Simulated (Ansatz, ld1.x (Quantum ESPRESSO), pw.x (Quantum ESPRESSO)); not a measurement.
**V (Z = 23) (bcc): variants of one TM potential in the solid**

ld1.x (Quantum ESPRESSO) 7.5 input, shortened:

```
&input
   title='V', zed=23., rel=1, dft='PBE', iswitch=3,
   config='[Ar] 3d3.5 4s1.5 4p0'
 /
 &inputp
   pseudotype=2, tm=.true., lloc=-1, rcloc=3.55,
   nlcc=.true.
 /
3
4S  1  0   1.50   0.00  2.50  2.50  0.0
4P  2  1   0.00   0.00  3.55  3.55  0.0
3D  3  2   3.50   0.00  2.45  2.45  0.0
 &test
   configts(1)='3d3.5 4s1.5 4p0'
 /
```

Crystal test: bcc V in pw.x 7.5, no spin, 15³ k-points, Fermi–Dirac smearing 0.01 Ry, cutoffs set for each file from its atomic test. The reference is all-electron LAPW (Ansatz 0.2.0) with the same functional, mesh and smearing; V0 and B0 come from Birch–Murnaghan fits to the pressures at five volumes. Errors are pseudo minus all-electron; Δ is the rms difference of the E(V) curves that follow from these fits, minima aligned, over ±6 % about the mean V0. Mesh and smearing are coarse, so the numbers serve the comparison and aren't converged zero-temperature values; the lattice is a test structure that the element need not adopt.

All-electron: a0 = 3.000 Å (V0 = 13.50 Å³/atom), B0 = 179.4 GPa.

Base: The largest radius (3.55 bohr) exceeds half the bond length (2.45 bohr), so the spheres overlap, which is one possible source of error among others. This is a poor potential for the solid. Atomic configuration tests: 1 of 7 tests not solved or not reliable.

A dash in a converged row means that the minimum lies outside the volumes sampled.

```csv
change,cutoffs (Ry),pw.x,a0 (Å),a0 error (%),B0 error (%),Δ (meV/atom),mean pressure error (GPa)
base,60/240,converged,–,–,–,–,+15.83
core correction a·sin(br)/r model core inside 1.24 bohr,60/240,converged,–,–,–,–,+15.83
wave 4p (bound): rc 3.55 bohr becomes 4p (bound): rc 3.32 bohr,60/240,converged,–,–,–,–,+15.46
"all radii but the core radius scaled by about 0.87 (s 2.16, p 3.08, d 2.12 bohr); local potential all-electron potential smoothed inside 3.08 bohr (lloc = -1)",85/340,converged,3.035,+1.17,-1.8,18.7,+6.77
wave 3d (bound): rc 2.45 bohr becomes 3d (bound): rc 3.56 bohr,50/200,converged,–,–,–,–,+23.84
```

**Question.** Give the row for: reference 3d3 4s1 4p1.

**Answer.** pw.x: converged; mean pressure error (GPa): +18.82.
